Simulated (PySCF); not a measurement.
# C3H5Cl (2-chloro-1-propene): the cost of one run

The runs use PySCF 2.14.0, with density-fitted response routines of our own; the level of theory stands in each step. All values are computed, except where a source is named. Atoms are numbered from 0 throughout.

### Step 1. The molecule as given

9 atoms, charge 0, multiplicity 1; geometry from: MMFF94s. The atoms were then displaced at random by about 0.03 Å, so the start is not that level's minimum.

Bonds of the start (Å): C0–C1 1.44, C1–C2 1.53, C1–Cl3 1.77, C0–H4 1.04, C0–H5 1.02, C2–H6 1.07, C2–H7 1.08, C2–H8 0.99.

### Step 2. Geometry optimisation at PBE0-D3(BJ)/def2-SVP

The job: settings as JSON, then the geometry in Å.

```
{"job": {"xc": "PBE0", "basis": "def2-SVP", "d3": "d3bj", "grid": 1, "shake": 0.03, "kind": "geom"}, "charge": 0, "multiplicity": 1}
C      1.364900    -0.440710     0.377790
C      0.290230     0.261960    -0.264030
C     -1.206070     0.007310    -0.056250
Cl     0.766090     1.510620    -1.431070
H      2.335060    -0.150660     0.126780
H      1.093540    -1.123790     1.091500
H     -1.619280     0.912230     0.330070
H     -1.257040    -0.755860     0.700220
H     -1.634690    -0.290540    -0.900650
```

Launch:

```bash
> OMP_NUM_THREADS=1 python probes_run.py task.json out
```

The driver reads the jobs from task.json and runs them one after another.

**Question.** How long does this first job take on 1 thread of Intel Xeon Platinum 8488C, shared host, and how much memory does it need?

About 16 s, with a peak of 0.35 GiB.
